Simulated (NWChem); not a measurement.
Worked example: vertical ionisation energy of C3H6O2 (methyl acetate)

C3H6O2 has 11 atoms, charge 0, and is taken as a singlet. SMILES: `COC(C)=O`. The coordinates come from a PBE0-D4/def2-TZVP relaxation. This is one conformer, not always the lowest.

Both states at this one shape; open shells run unrestricted unless said. 1 Eh = 27.2114 eV.

| level | program | singlet C3H6O2 (Eh) | doublet [C3H6O2]+ (Eh) |
| --- | --- | --- | --- |
| M06-2X/3-21G | NWChem | -266.778038 | -266.369912 |
| M06-2X/6-31G** (spherical functions) | NWChem | -268.271085 | -267.858925 |
| M06-2X/STO-3G | NWChem | -264.849328 | -264.558134 |
| M06-2X/6-31G* (spherical functions) | NWChem | -268.264355 | -267.851562 |

Question: Work out the vertical ionisation energy at each level.

Answer: 
1. M06-2X/3-21G: -266.369912 − (-266.778038) = 0.408126 Eh = 11.11 eV.
2. M06-2X/6-31G** (spherical functions): -267.858925 − (-268.271085) = 0.412160 Eh = 11.22 eV.
3. M06-2X/STO-3G: -264.558134 − (-264.849328) = 0.291194 Eh = 7.92 eV.
4. M06-2X/6-31G* (spherical functions): -267.851562 − (-268.264355) = 0.412793 Eh = 11.23 eV.

No measured value is set beside it here; the levels span 7.92 to 11.23 eV. Minimal sets are far from the basis-set limit.
